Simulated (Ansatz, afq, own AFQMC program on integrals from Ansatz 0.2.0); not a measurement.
Integrals from Ansatz 0.2.0, then the random walk in our own AFQMC program (afq).

```yaml
crystal:
  periodic: [false, false, false]
  atoms:
    - {symbol: Si, position_ang: [0.000933, 0.060037, -0.060420]}
    - {symbol: H, position_ang: [-0.010233, 1.150896, 1.023360]}
    - {symbol: H, position_ang: [-0.045639, -2.936838, 2.955550]}
    - {symbol: H, position_ang: [0.017776, 1.143867, -1.151156]}
    - {symbol: H, position_ang: [0.012099, -1.030821, -1.144199]}
basis:
  gaussian: {orbitals: 6-31G}
total_charge: 1
magnetization: {spin_polarized: true, initial_magnetization: 1}
correlation: {method: ccsd_t, electrons: outside_noble_gas, hamiltonian_folder: ham}
```

```sh
$ ansatz run in.yaml --threads 1 --pin off --events-out ev --progress --plain --max-ram 16896MiB --backend cuda --devices 0, --max-vram 18GiB
```

Options of the walk:

```
--method phaseless --trial cid --walkers 40 --populations 1 --least-time 40 --time-step 0.005 --steps-per-block 50 --equilibration-blocks 12 --max-blocks 80 --target-error 0.00128 --factor-cut 0.001 --start determinant --seed 2349 --taylor-order 6
```

Times are imaginary, in 1/Eh. The walk had a cap of 60 s.

afq prints:

```
orbitals 16  electrons 4 3  factors 63 of 269
reference energy -290.72399668 Eh
CCSD correlation -0.07558272 Eh in 11 cycles, weight of the determinant in the CISD state 0.9343
energy of the start -290.799601 Eh
 block  time / (1/Eh)  mean weight  energy / Eh
     1     0.250  1.0001  -290.798905
     2     0.500  1.0000  -290.798804
     3     0.750  1.0012  -290.799163
     4     1.000  1.0002  -290.799114
     5     1.250  1.0003  -290.799262
    10     2.500  1.0002  -290.799815
    19     4.750  0.9997  -290.801987
    29     7.250  0.9991  -290.800731
    39     9.750  1.0013  -290.800011
    49    12.250  0.9994  -290.800478
    59    14.750  0.9998  -290.800592
    67    16.750  1.0014  -290.802549
    69    17.250  0.9989  -290.801518
    77    19.250  0.9991  -290.799069
    79    19.750  1.0006  -290.800264
    89    22.250  0.9999  -290.800934
    91    22.750  1.0013  -290.800696
blocks merged  error / Eh  count
     1  0.000117  80
     2  0.000141  40
     4  0.000176  20
     8  0.000183  10
energy -290.800769 +/- 0.000176 Eh
(rows thinned)
```

The run failed at least one of its tests; the cautions name the faults.

Against this walk (error 4.8 meV) on the same determinant: CCSD(T) 13.2 meV higher, CCSDT(Q) 3.1 meV higher (within the noise), CCSDTQ 2.6 meV higher (within the noise), full CI 2.6 meV higher (within the noise), a separate phaseless walk with a CISD trial and standard settings 5.6 ± 4.9 meV higher (within the noise). The error is statistical and leaves out the bias of the constraint.

Cautions: constraint bias not in the error; error not settled; the sampling time fell short of the least asked; the coarse factor cut changes the integrals a little.

The walk took 21 s on 1 × NVIDIA H100 80GB HBM3 with 2 threads of AMD EPYC 7R13 Processor (Zen 3), with other jobs on the host (the card was shared). The log's last line is the phaseless energy.

CCSDT and higher add their correlation energy to the determinant of the CCSD(T) run, since their own runs factorise the integrals more tightly (a shift of under 2 meV). A walk keeps the symmetry of its determinant, which the program's search chose and which needn't be the lowest solution, so a lower state of the same spin and another symmetry isn't excluded.
